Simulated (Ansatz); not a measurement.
**CH4OSi: small, medium and large basis sets**

How large a basis does CH4OSi need? Two functionals are run in growing sets.

Program: Ansatz 0.2.0, Gaussian basis. Level of theory: one geometry, several basis sets. These are calculated values, not measurements.

Plan: PBE0-D4/def2-SVP; ωB97M-V/def2-SVP; PBE0-D4/def2-QZVPP; ωB97M-V/def2-QZVPP; the functionals' def2-TZVPP values are taken from earlier runs.

### 1 The relaxed structure

The geometry comes from an earlier relaxation with PBE0-D4 in a triple-zeta def2 set; it is a stationary point, not always the lowest conformer.

SMILES `CO[SiH]`, 7 atoms, charge 0, spin multiplicity 1.

Atoms are counted from 1 here; the program's logs count them from 0.

Bond lengths: C1–O2 1.410 Å, C1–H4 1.092 Å, C1–H5 1.095 Å, C1–H6 1.092 Å, O2–Si3 1.639 Å, Si3–H7 1.552 Å. Angles: O2–C1–H4 109.2°, O2–C1–H5 110.9°, O2–C1–H6 109.2°, H4–C1–H5 109.5°, H4–C1–H6 108.5°, H5–C1–H6 109.5°, C1–O2–Si3 130.6°, O2–Si3–H7 97.1°.

As a file:

| atom | x (Å) | y (Å) | z (Å) |
| --- | --- | --- | --- |
| C1 | -0.51236 | 0.48549 | -0.33846 |
| O2 | -0.44324 | -0.44646 | 0.71759 |
| Si3 | 0.79693 | -1.38730 | 1.22989 |
| H4 | -1.29642 | 0.18082 | -1.03550 |
| H5 | 0.44383 | 0.54749 | -0.86867 |
| H6 | -0.76928 | 1.46751 | 0.06538 |
| H7 | 1.84166 | -0.91564 | 0.18407 |

### 2 PBE0-D4 in def2-SVP

Contents of in.yaml:

```yaml
crystal:
  periodic: [false, false, false]
  atoms:
    - {symbol: C, position_ang: [-0.512364, 0.485490, -0.338458]}
    - {symbol: O, position_ang: [-0.443243, -0.446463, 0.717588]}
    - {symbol: Si, position_ang: [0.796927, -1.387297, 1.229891]}
    - {symbol: H, position_ang: [-1.296424, 0.180816, -1.035502]}
    - {symbol: H, position_ang: [0.443831, 0.547489, -0.868667]}
    - {symbol: H, position_ang: [-0.769281, 1.467508, 0.065378]}
    - {symbol: H, position_ang: [1.841655, -0.915643, 0.184069]}
basis:
  gaussian: {orbitals: def2-SVP}
hamiltonian: {xc: pbe0, dispersion: d4}
output: {orbitals: {seedname: orbitals}}
```

Further steps of the session: ωB97M-V in def2-SVP; PBE0-D4 in def2-QZVPP; ωB97M-V in def2-QZVPP.

Q: Predict the results of all the runs planned. Wanted: PBE0-D4: double and triple zeta above quadruple; ωB97M-V: double and triple zeta above quadruple.

The runs gave:

```
                                       quantity          value
PBE0-D4: double and triple zeta above quadruple  7.00, 0.45 eV
ωB97M-V: double and triple zeta above quadruple  7.13, 0.43 eV
```

For PBE0-D4 the step from double to triple zeta gains 6.55 eV and the next only 0.45 eV. Total energies overstate the basis error of differences, where much of it tends to cancel.
